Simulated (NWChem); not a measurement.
# SiH2 cation, doublet

```xyz
3

Si     0.0000     0.0000     0.0936
H      1.2890     0.0000    -0.6549
H     -1.2890     0.0000    -0.6549
```
Atoms are numbered in this order, from 1.

Program: NWChem. Spin-unrestricted. In the optimisation the excess spin sits in a1 (C2v, its own frame). Geometry: optimised at PBE0-D3(BJ)/def2-TZVP, spin-unrestricted. No stability test was run on the SCF state. Level PBE0/def2-SVPD: single points from the atomic guess with DIIS by default; each run changes one setting, and all converged runs end within 0.3 mHa of each other. cgmin counts macro-iterations, each dearer than a DIIS step.

**Question.** Which setting needs the most SCF iterations, or fails (defaults; no DIIS, 40 % damping; occupation smearing of 0.005 Ha; quadratically convergent solver (cgmin); DIIS on 3 Fock matrices; core-Hamiltonian guess)?

**Answer.** no DIIS, 40 % damping, with 14 against 6 for the defaults.
| setting | SCF iterations |
|---|---|
| defaults | 6 |
| occupation smearing of 0.005 Ha | 6 |
| DIIS on 3 Fock matrices | 7 |
| core-Hamiltonian guess | 8 |
| quadratically convergent solver (cgmin) | 5 |
| no DIIS, 40 % damping | 14 |
